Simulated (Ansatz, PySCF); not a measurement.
Reaction (SMILES): F[C](F)F → F[C](F)F as singlet, charge +1 + e-
Geometries: B3LYP-D3(BJ)/def2-TZVP minima from Ansatz (a quantum-chemistry and plane-wave program). A spin state is the lowest found, not a proven ground state.

Quantity: adiabatic ionisation energy (0 K, with B3LYP-D3(BJ) harmonic zero-point energies from PySCF), in eV. Correlated levels leave the core frozen unless marked. UHF or UKS for open shells. No spin-orbit coupling. No relativistic terms. CBS(X,Y): correlation extrapolated as X^-3; Hartree-Fock from the larger set. [CCSD(T)-MP2]/basis is that difference in the basis named.

```json
[
 {"level": "HF/cc-pVDZ", "program": "Ansatz", "adiabatic ionisation energy (eV)": "8.87"},
 {"level": "HF/aug-cc-pVQZ", "program": "Ansatz", "adiabatic ionisation energy (eV)": "8.81"},
 {"level": "SVWN5/def2-TZVPD", "program": "Ansatz", "adiabatic ionisation energy (eV)": "8.87"},
 {"level": "BLYP/def2-TZVPD", "program": "Ansatz", "adiabatic ionisation energy (eV)": "9.02"},
 {"level": "M06-L/def2-TZVPD", "program": "PySCF", "adiabatic ionisation energy (eV)": "8.62"},
 {"level": "r2SCAN-D4/def2-TZVPD", "program": "Ansatz + dftd4", "adiabatic ionisation energy (eV)": "9.12"},
 {"level": "B3LYP/def2-TZVPD", "program": "Ansatz", "adiabatic ionisation energy (eV)": "9.22"}
]
```

Estimate the value at RI-MP2/CBS(aug-cc-pVTZ,aug-cc-pVQZ)+[CCSD(T)-MP2]/aug-cc-pVTZ as computed with Ansatz.

9.08 eV, so B3LYP/def2-TZVPD differs from it by 0.14 eV.
